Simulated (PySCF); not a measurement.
# Towards the basis-set limit for SiC−

What constants does extrapolated CCSD(T) give for SiC−, and what does each step add?

Program: PySCF 2.14.0. Level of theory: CCSD(T) on ROHF, no relativity in the base curves; scalar relativity is added as a correction. These are calculated values, not measurements.

4 further runs of the same task are left out: 4 set aside as unsound or not needed.

**1. The job**

| Property | Result |
| --- | --- |
| molecule | SiC− |
| state | doublet, unpaired electrons σ ↑ |
| smaller basis | Si aug-cc-pV(D+d)Z, C aug-cc-pVDZ |
| larger basis | Si aug-cc-pV(T+d)Z, C aug-cc-pVTZ |
| frozen core orbitals | 6 |
| extrapolation | correlation as n⁻³ (n = 2, 3), Hartree–Fock as (n+1)·exp(−9√n) |
| corrections | core–valence correlation, scalar relativity |
| distances (Å) | 1.4849, 1.5524, 1.6199, 1.6874, 1.7549, 1.8393, 1.9236 |
| masses (u) | 27.9769, 12.0000 |
| dissociation limit | Si− + C |

Command:

```bash
> OMP_NUM_THREADS=4 python comp.py task.json out
```

**2. The runs**

Q: Predict the outcome of this session. Wanted: for each run, Re; ωe; ωexe; αe; De.

As calculated:

```
                   level  Re (Å)  ωe (cm⁻¹)  ωexe (cm⁻¹)  αe (cm⁻¹)  De (eV)
CCSD(T)/aug-cc-pVDZ(-PP)  1.7148      973.5         6.02    0.00561    4.767
CCSD(T)/aug-cc-pVTZ(-PP)  1.6968      999.5         5.82    0.00558    5.148
                  HF/CBS  1.6386     1168.3         5.44    0.00495    2.175
                 MP2/CBS  1.7080      941.8         5.52    0.00608    5.515
                CCSD/CBS  1.6759     1054.5         5.51    0.00529    4.822
             CCSD(T)/CBS  1.6923     1007.3         5.78    0.00556    5.272
          CCSD(T)/CBS+CV  1.6868     1013.6         5.79    0.00558    5.309
       CCSD(T)/CBS+CV+SR  1.6864     1012.7         5.79    0.00559    5.303
```

**Reading.** The last step gives Re = 1.6864 Å, ωe = 1012.7 cm⁻¹ and De = 5.303 eV; the smaller basis alone is off from it by +28.4 mÅ and -0.54 eV. Near the minimum the mean field binds by 2.13 eV and correlation adds 3.14 eV of binding. T1 is 0.052, large enough to doubt a single reference. Spin–orbit coupling and excitations beyond (T) are left out.
